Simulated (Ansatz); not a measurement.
# C2H2 (acetylene): the energy to break a bond

C2H2 has 4 atoms, charge 0, and is taken as a singlet. As SMILES, `C#C`. The shape was relaxed beforehand at r2SCAN/def2-SVP.

```xyz
4

C     0.1574   -0.5487    0.2029
C    -0.1574    0.5487   -0.2029
H     0.4367   -1.5223    0.5627
H    -0.4367    1.5223   -0.5627
```

Wanted: the dissociation energy of the H3–C1 bond into doublet H and doublet C2H (shapes relaxed at r2SCAN/def2-SVP, no zero-point term). 1 Eh = 2625.50 kJ/mol = 27.2114 eV. Totals in Eh; open shells run unrestricted unless said.

| level | program | C2H2 | doublet H | doublet C2H |
| --- | --- | --- | --- | --- |
| BLYP/def2-TZVPP | Ansatz | -77.333521 | -0.497552 | -76.614843 |
| wB97M-V/def2-TZVPP | Ansatz | -77.324588 | -0.494111 | -76.603593 |
| B2PLYP/def2-TZVPP, 2 core orbitals frozen | Ansatz | -77.292513 | -0.498613 | -76.570028 |

Problem. Work out the dissociation energy at each level.

Solution. 
1. BLYP/def2-TZVPP: (-0.497552) + (-76.614843) − (-77.333521) = 0.221126 Eh = 580.6 kJ/mol = 6.02 eV.
2. wB97M-V/def2-TZVPP: (-0.494111) + (-76.603593) − (-77.324588) = 0.226884 Eh = 595.7 kJ/mol = 6.17 eV.
3. B2PLYP/def2-TZVPP: (-0.498613) + (-76.570028) − (-77.292513) = 0.223872 Eh = 587.8 kJ/mol = 6.09 eV.

The levels span 581 to 596 kJ/mol; no measured value is set beside them. A bond enthalpy at 298 K also holds the loss of zero-point energy and thermal terms.
